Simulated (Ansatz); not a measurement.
The first iterations of a band of BH$_{4}$N (6 atoms, charge 0, multiplicity 1).

Theory: Ansatz 0.2.0, RKS PBE-D4/def2-TZVP.

```yaml
movable_images: 7
climbing_image: yes
spring: 5.0 eV/Å²
optimiser: quadratic models (default)
start_path: through a guess of the saddle point
force_threshold: 0.05 eV/Å
iteration_limit: 60
end_points: relaxed
```

First end point:

```xyz
6
Properties=species:S:1:pos:R:3
B 0.433 0.016 0.107
N 0.724 -0.016 1.469
H 0.019 -0.138 2.189
H 1.663 0.080 1.843
H 1.334 0.164 -0.675
H -0.710 -0.105 -0.245
```

Last end point:

```xyz
6
Properties=species:S:1:pos:R:3
B -0.158 -0.268 -0.221
N 0.972 -0.044 0.975
H 0.671 -0.751 1.667
H 1.094 0.863 1.478
H 1.886 -0.362 0.649
H -1.001 0.562 0.139
```

| iteration | highest image above the first end (eV) | largest band force component (eV/Å) |
| --- | --- | --- |
| 1 | 7.410 | 10.057 |
| 2 | 5.581 | 5.474 |
| 3 | 5.035 | 5.663 |
| 4 | 4.838 | 1.180 |
| 5 | 5.131 | 1.825 |

Problem. Does the band converge within its limit, and where does its top end?

Solution. It converged. It ended after 16 iterations with the highest image 4.648 eV above the first end. Beside the main top the profile has a ripple of under 15 meV (maxima at images 4, 6), which may be a very shallow well or noise. Neighbouring images differ by up to 2.1 eV, so the band resolves the path poorly. A vibrational analysis at the climbing image gives one clearly imaginary mode, 1201i cm⁻¹: a first-order saddle point. The orbitals stay closed-shell, which can raise the energy where a bond breaks towards radicals; this wasn't checked here.

The run took 77 s on 2 threads of Arm Neoverse V1, with other jobs on the host, peak memory 0.11 GiB.
